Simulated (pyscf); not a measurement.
One four-centre exchange on the singlet surface with elements of a group swapped. ωB97M-D3(BJ)/def2-TZVP, kJ/mol, from the separated reactants. Structures and frequencies: ωB97X-D3(BJ)/def2-SVP in PySCF.

```
step                                                           barrier  reaction energy  imaginary mode (i cm⁻¹)
-------------------------------------------------------------  -------  ---------------  -----------------------
`[CH3][CH2][ZnH]` + `[ClH]` → `[CH3][CH2][Zn][Cl]` + `[H][H]`     23.9           -126.8                      931
`[CH3][CH2][ZnH]` + `[FH]` → `[CH3][CH2][Zn][F]` + `[H][H]`        ___              ___                      927
```

**Question.** Complete the blanks.

**Answer.** 
- `[CH3][CH2][ZnH]` + `[FH]` → `[CH3][CH2][Zn][F]` + `[H][H]`, barrier: 30.4
- `[CH3][CH2][ZnH]` + `[FH]` → `[CH3][CH2][Zn][F]` + `[H][H]`, reaction energy: -71.9

Row 1: On the reactant side the descent ends in a complex, 20.0 kJ/mol under the separated species and 34.5 kJ/mol under the saddle at ωB97X-D3(BJ)/def2-TZVP. Row 2: On the reactant side the descent ends in a complex, 21.2 kJ/mol under the separated species and 47.0 kJ/mol under the saddle at ωB97X-D3(BJ)/def2-TZVP. Each row is the saddle that its search found. Elements up to Kr have no core potential and no relativistic terms here.
